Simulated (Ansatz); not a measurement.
Mulliken charges of `C=C(N)O` from PBE/def2-TZVPP in Ansatz (PBE0-D4/def2-TZVP geometry).

| atom | x (Å) | y (Å) | z (Å) | charge (e) |
| --- | --- | --- | --- | --- |
| C1 | 0.246 | 1.130 | -0.312 | -0.337 |
| C2 | -0.066 | -0.082 | 0.164 | 0.250 |
| N3 | 0.557 | -1.266 | -0.155 | -0.283 |
| O4 | -1.029 | -0.312 | 1.090 | -0.273 |
| H5 | 1.009 | 1.250 | -1.067 | 0.054 |
| H6 | -0.234 | 2.018 | 0.075 | 0.052 |
| H7 | -0.048 | -2.072 | -0.110 | 0.164 |
| H8 | 1.116 | -1.235 | -0.990 | 0.165 |
| H9 | -1.462 | 0.522 | 1.288 | 0.209 |

Task: By hand: the dipole of these point charges (1 e Å = 4.8032 D).

Result: Σ q r = (-0.063, -0.220, -0.073) e Å, of length 0.240 e Å = 1.15 D.

Task: How does the dipole of the full density compare? (Best estimate.)

Result: Computed: (-0.124, -0.089, -0.156) e Å, 1.05 D; the point charges give 1.10 times that, at 42° from its direction.

Point charges leave out the atoms' own dipoles, such as those of lone pairs, and Mulliken's split depends on the basis, so the two needn't agree.
